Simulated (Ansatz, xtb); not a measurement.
## Two isomers of C3H4F

Structure X: `[CH2]/C=C\F`, a doublet. Structure Y: `[CH2]/C=C/F`, a doublet. Both are isolated molecules in the gas phase, relaxed with B3LYP/6-31G*; the shapes shown needn't be the lowest conformers.

X (Å):

```json
{"atom": "C", "x (Å)": "-1.8728", "y (Å)": "0.9581", "z (Å)": "0.4900"}
{"atom": "C", "x (Å)": "-1.5559", "y (Å)": "-0.3897", "z (Å)": "0.4520"}
{"atom": "C", "x (Å)": "-0.4025", "y (Å)": "-0.9227", "z (Å)": "-0.0849"}
{"atom": "F", "x (Å)": "0.5332", "y (Å)": "-0.1249", "z (Å)": "-0.6325"}
{"atom": "H", "x (Å)": "-2.8015", "y (Å)": "1.3027", "z (Å)": "0.9299"}
{"atom": "H", "x (Å)": "-1.2003", "y (Å)": "1.7039", "z (Å)": "0.0807"}
{"atom": "H", "x (Å)": "-2.2504", "y (Å)": "-1.1158", "z (Å)": "0.8705"}
{"atom": "H", "x (Å)": "-0.1416", "y (Å)": "-1.9741", "z (Å)": "-0.1215"}
```

Y (Å):

```yaml
atoms:
  - { symbol: C, position_ang: [-2.2066, 0.6823, 0.4965] }
  - { symbol: C, position_ang: [-1.3031, -0.3641, 0.5863] }
  - { symbol: C, position_ang: [-0.2116, -0.5255, -0.2409] }
  - { symbol: F, position_ang: [0.6158, -1.5740, -0.0820] }
  - { symbol: H, position_ang: [-3.0472, 0.7560, 1.1764] }
  - { symbol: H, position_ang: [-2.1033, 1.4601, -0.2548] }
  - { symbol: H, position_ang: [-1.4402, -1.1251, 1.3531] }
  - { symbol: H, position_ang: [0.0775, 0.1322, -1.0543] }
```

Q: Estimate E(Y) − E(X) at the level CCSD(T)/def2-SVP.

A: Too close to call at this level: CCSD(T)/def2-SVP gives E(Y) − E(X) = +0.94 kcal/mol.

Level by level:

```
             level      geometry  E(Y) − E(X) (kcal/mol)  departure from the last row (kcal/mol)  job, with rough time for the two
          GFN2-xTB      GFN2-xTB                     −0.75                                   −1.69              optimisation, 0.45 s
         HF/STO-3G      GFN2-xTB                     +0.02                                   −0.92               single point, 1.7 s
r2SCAN-D4/def2-SVP      GFN2-xTB                     +1.08                                   +0.15                single point, 15 s
      B3LYP/6-31G*  B3LYP/6-31G*                     +0.70                                   −0.24               optimisation, 2 min
       HF/def2-SVP  B3LYP/6-31G*                     +0.86                                   −0.07           part of the CCSD(T) run
      MP2/def2-SVP  B3LYP/6-31G*                     +1.02                                   +0.08           part of the CCSD(T) run
  CCSD(T)/def2-SVP  B3LYP/6-31G*                     +0.94                                                        single point, 71 s
```

As drawn, both hold the same kinds of bond in the same numbers.

The largest departure from CCSD(T)/def2-SVP is that of GFN2-xTB, 1.69 kcal/mol. MP2 in a larger basis moves the difference by +0.1 kcal/mol, a step that isn't added because spin contamination makes open-shell MP2 unreliable in this search.

With harmonic frequencies from B3LYP/6-31G* (ideal gas, rigid rotor, one conformer each, 298.15 K, 1 atm): the zero-point term adds −0.23 kcal/mol; ΔH is +0.79 and ΔG +0.73 kcal/mol.

Open shells are spin-unrestricted, with notable spin contamination under HF/STO-3G, HF/def2-SVP, MP2/def2-SVP, CCSD(T)/def2-SVP. The correlated steps freeze 4 core orbitals. Programs: Ansatz 0.2.0, xtb 6.7.1; the last row on 1 thread of AMD EPYC (Zen 3) on a shared host.
